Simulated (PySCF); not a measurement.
Compound: C₃H₆Cl₂.
SMILES: `CC(C)(Cl)Cl`

The closed-shell ground state was solved at several levels (PySCF, density fitting, gas phase, non-relativistic). Isolated species at its PBE0-D3(BJ)/def2-SVP geometry, gas phase.

| level | basis functions | HOMO (eV) | LUMO (eV) | gap (eV) | dipole (D) |
| --- | --- | --- | --- | --- | --- |
| B3LYP/def2-TZVP | 203 | -8.16 | -0.20 | 7.96 | 2.24 |
| PBE0/def2-SVP | 108 | -8.24 | 0.63 | 8.87 | 2.19 |
| PBE0/6-31G* | 90 | -8.39 | 0.16 | 8.55 | 2.45 |
| PBE0/def2-TZVP | 203 | -8.44 | 0.08 | 8.52 | 2.28 |
| wB97X-D/def2-SVPD | 162 | -10.42 | 1.64 | 12.06 | 2.43 |
| HF/def2-SVPD | 162 | -11.83 | 2.45 | 14.28 | 2.53 |
| PBE/pcSseg-2 | 278 | -7.09 | -1.13 | 5.96 | 2.29 |
| B3LYP/6-31G* | 90 | -8.06 | -0.06 | 8.00 | 2.39 |

**Question.** What might CAM-B3LYP/def2-SVPD (162 basis functions) give for the same quantities?

**Answer.** HOMO -9.92 eV, LUMO 0.92 eV, gap 10.84 eV, dipole 2.37 D.

**Question.** Over all these levels, which gives the widest orbital gap and which the narrowest?

**Answer.** HF/def2-SVPD (Hartree–Fock, all exact exchange) has the widest, 14.28 eV, and PBE/pcSseg-2 (GGA) the narrowest, 5.96 eV. Functional and basis both differ between the two, so the spread mixes both effects.

**Question.** How much does the basis alone move the frontier levels among the 3 PBE0 rows?

**Answer.** The HOMO by 0.20 eV and the LUMO by 0.55 eV. By rising basis size (HOMO, LUMO in eV): 6-31G* -8.39, 0.16; def2-SVP -8.24, 0.63; def2-TZVP -8.44, 0.08.

**Question.** How far do the dipole and the HOMO energy spread over the levels?

**Answer.** The dipole runs from 2.19 to 2.53 D (mean 2.36 D) and the HOMO from -11.83 to -7.09 eV.
